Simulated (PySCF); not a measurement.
Molecule: 2-chloro-1,1-difluoroethane, C2H3ClF2.

Structure with atom numbers: `[F:1][CH:2]([F:3])[CH2:4][Cl:5]`. Hydrogens are named by the atom that carries them.

Geometry PBE0-D3(BJ)/def2-SVP throughout; GIAO in PySCF 2.14.0 with density-fitted response routines, gas phase, one conformer, non-relativistic; equivalent atoms averaged; functional PBE0.

For orientation, pcSseg-1 gives these shifts δ (against CFCl3, TMS, HCl at the same level): F1/F3 -133.2, C2 117.8, C4 48.1, Cl5 48.3, H(C2) 5.65, H(C4) 3.37 ppm.

A run gave: F1/F3 -136.2, C2 116.0, C4 47.7, Cl5 60.0, H(C2) 5.80, H(C4) 3.48 ppm (shifts δ (against CFCl3, TMS, HCl at the same level)).

Question: Which basis set was used in that run?
A. 6-31G*
B. cc-pVDZ
C. 6-311+G(2d,p)
D. IGLO-III

Answer: C. C2 tells them apart best: 6-311+G(2d,p) gives 116.0, cc-pVDZ gives 113.4, IGLO-III gives 120.6, 6-31G* gives 111.4 ppm.
